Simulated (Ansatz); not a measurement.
System: trigonal Se. Method: G0W0@PBE+SOC (hard PAW, contour deformation, complete-basis limit, spin–orbit shift from PBE; Ansatz, a quantum-chemistry and plane-wave program).

Run with largest k mesh 6×6×4 (not extrapolated in the mesh).

Cell (measured lattice):

```cif
data_Se3
_chemical_formula_sum 'Se3'
_space_group_name_H-M_alt 'P3121'
_space_group_IT_number 152
_space_group_name_Hall 'P 31 2"'
_cell_length_a 4.36600
_cell_length_b 4.36600
_cell_length_c 4.95400
_cell_angle_alpha 90.000
_cell_angle_beta 90.000
_cell_angle_gamma 120.000
loop_
_atom_site_label
_atom_site_type_symbol
_atom_site_symmetry_multiplicity
_atom_site_Wyckoff_symbol
_atom_site_fract_x
_atom_site_fract_y
_atom_site_fract_z
_atom_site_occupancy
Se1 Se 3 a 0.77500 0.77500 0.00000 1
```

**Question.** What does this level give for the band gap?

**Answer.** 
* **band gap**: 1.67 eV ± 0.08

Note: spin–orbit coupling enters as the shift of the gap found with a semilocal functional; cell and atoms aren't relaxed at this level.

A ± joins the spread of the basis fit and the last step in the k mesh; it leaves out the method's own miss.

Computed values are for the static lattice.
